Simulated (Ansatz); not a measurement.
# C₂H₃N (SMILES C#CN): functionals against CCSD(T) at one geometry

One table from this session's results is given with a row withheld; the runs are named, their logs left out.

Program: Ansatz 0.2.0, Gaussian basis. Level of theory: single points in def2-TZVPP. These are calculated values, not measurements.

Cores are frozen in the correlated methods. B3LYP uses VWN-RPA correlation.

## The system as given

SMILES `C#CN`, 6 atoms, charge 0, spin multiplicity 1.

Atoms are counted from 1 here; the program's logs count them from 0.

Bond lengths: C1–C2 1.158 Å, C1–H4 1.082 Å, C2–N3 1.382 Å, N3–H5 0.899 Å, N3–H6 0.974 Å. Angles: C2–C1–H4 169.5°, C1–C2–N3 174.4°, C2–N3–H5 108.1°, C2–N3–H6 112.3°, H5–N3–H6 116.8°.

Coordinates:

```xyz
6
C2H3N
C    -1.1417   -0.5233   -0.6747
C    -0.1705   -0.1891   -0.1396
N     0.9533    0.1263    0.5995
H    -1.9749   -0.7382   -1.3304
H     1.6094    0.3538    0.0282
H     0.7585    0.7560    1.3170
```

The first run:

run/in.yaml

```yaml
crystal:
  periodic: [false, false, false]
  atoms:
    - {symbol: C, position_ang: [-1.141700, -0.523300, -0.674700]}
    - {symbol: C, position_ang: [-0.170500, -0.189100, -0.139600]}
    - {symbol: N, position_ang: [0.953300, 0.126300, 0.599500]}
    - {symbol: H, position_ang: [-1.974900, -0.738200, -1.330400]}
    - {symbol: H, position_ang: [1.609400, 0.353800, 0.028200]}
    - {symbol: H, position_ang: [0.758500, 0.756000, 1.317000]}
basis:
  gaussian: {orbitals: def2-TZVPP}
correlation: {method: ccsd_t}
output: {forces: true}
```

The command line of these runs was not kept.

Steps of the session up to this table: CCSD(T)/def2-TZVPP; PBE0-D4/def2-TZVPP; wB97M-V/def2-TZVPP; r2SCAN-D4/def2-TZVPP; PBE-D4/def2-TZVPP; SPW92/def2-TZVPP; B3LYP-D4/def2-TZVPP.

One of the session's tables, all rows but one given; the rest of the session is left out.

```
   method  RMS force component (eV/Å)  angle to CCSD(T) forces (°)  dipole (D)
  CCSD(T)                       3.292                    reference        1.58
  PBE0-D4                       3.180                          5.3        1.67
  wB97M-V                           ?                            ?           ?
r2SCAN-D4                       3.233                          3.9        1.73
   PBE-D4                       3.420                          3.0        1.71
    SPW92                       3.443                          7.1        1.73
 B3LYP-D4                       3.106                          5.1        1.67
```

**Question.** Estimate the row for wB97M-V.

**Answer.** RMS force component (eV/Å): 3.045; angle to CCSD(T) forces (°): 5.6; dipole (D): 1.65. In the column «RMS force component (eV/Å)» it is the lowest.
